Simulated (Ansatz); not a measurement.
A run of Ansatz (development build ahead of 0.2.0) on singlet CHO(+) at this shape:

```xyz
3

H     0.0000    0.0000   -1.4961
C     0.0000    0.0000   -0.4738
O     0.0000    0.0000    0.5423
```

Its results:

```
Converged                       : yes
Reference energy                : -112.99564 hartree
Correlation energy              : -0.34461 hartree
Total energy                    : -113.34025 hartree
Spin squared of the determinant : 0.000
```

**Question.** Which input gives this output? Name the method, the orbitals and the basis set, and write the input.

**Answer.** RHF-MP2 in cc-pVTZ. An unrestricted run that stays on the closed shell gives the same numbers.

```yaml
crystal:
  periodic: [false, false, false]
  atoms:
    - { symbol: H, position_ang: [0.0, 0.0, -1.49606] }
    - { symbol: C, position_ang: [0.0, 0.0, -0.47375] }
    - { symbol: O, position_ang: [0.0, 0.0, 0.54232] }
basis:
  gaussian: { orbitals: cc-pVTZ }
total_charge: 1
hamiltonian:
  xc: hf
correlation:
  method: mp2
  frozen_orbitals: { C: 1, H: 0, O: 1 }
```

Caution: no unrestricted run beside it, a lower state can exist.
